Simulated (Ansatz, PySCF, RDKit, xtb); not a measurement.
**C2H3F: a search for the lowest isomer**

Given the formula C2H3F and nothing else, which arrangement of the atoms is the most stable in the gas at 298.15 K, and what are its properties?

The funnel: GFN2-xTB relaxations, single points with a density functional, relaxations at PBE0-D3(BJ)/def2-SVP, harmonic vibrations, and a last energy at a higher level. All values are calculated.

4 further runs of the same task are left out: 4 set aside as unsound or not needed.

**1. Possible bonding patterns**

A program enumerates the bonding patterns with one Lewis structure each (two rings at most, one unusual centre or charged pair), with their diastereomers. O–O, O–halogen and N–halogen bonds and N–N–N chains are not drawn. That gives 5 candidates.

```
label  SMILES     spin
 c094   C[C]F  triplet
 c265  [CH]CF  singlet
 c299  [CH]CF  triplet
 c592    C=CF  singlet
 c884   C[C]F  singlet
```

Candidates are built by distance geometry, with a force field where one applies, in up to four conformers (letters a to d). 3 starts with atoms placed at random are added, to find patterns that the rules miss.

**Question.** With final energies at CCSD(T)/def2-TZVPP, which structure will this search put lowest in free energy, and by what margin?

| quantity | value |
| --- | --- |
| lowest structure found | C=CF, singlet, Cs |
| next finalist | C[C]F, singlet, 49.8 kcal/mol higher in G |
| share at equilibrium, among the finalists | 100.0 % |
| harmonic wavenumbers, lowest and highest (PBE0-D3(BJ)/def2-SVP) | 487 and 3308 cm⁻¹ |
| rotational constants, same geometry | 2.199, 0.3549, 0.3056 cm⁻¹ |
| dipole moment (PBE0/def2-TZVPD) | 1.28 D |
| HOMO energy (PBE0/def2-TZVPD) | -7.73 eV |
| LUMO energy (PBE0/def2-TZVPD) | 0.13 eV |
| HOMO–LUMO gap (PBE0/def2-TZVPD) | 7.86 eV |
| lowest excitation (TD-PBE0/def2-SVPD) | 7.42 eV (f = 0.043) |
| strongest of the states computed, same level | 7.73 eV (f = 0.325) |
| lowest triplet excitation, same level, Tamm-Dancoff | 4.41 eV |
| vertical ionisation energy | 10.33 eV |
| vertical electron affinity | -1.51 eV (unbound: the value depends on the basis) |
| vertical triplet less singlet | +4.34 eV |

`C=CF` comes out lowest. Among the finalists first place is clear (49.8 kcal/mol); structures outside the list aren't covered. HF/STO-3G, r2SCAN-D4/def2-SVP, PBE0-D3(BJ)/def2-SVP, HF/def2-TZVPP and MP2/def2-TZVPP already put its bonding pattern lowest among the structures in one piece. Measured dipole moment: 1.43 D (NIST CCCBDB Release 22 (SRD 101), experimental dipoles); the calculated dipole moment, 1.28 D, differs by -0.15 D. Lowest found is not proven lowest: the search is finite, and each finalist counts with one conformer. Patterns outside the rules of the enumeration were met only by chance.
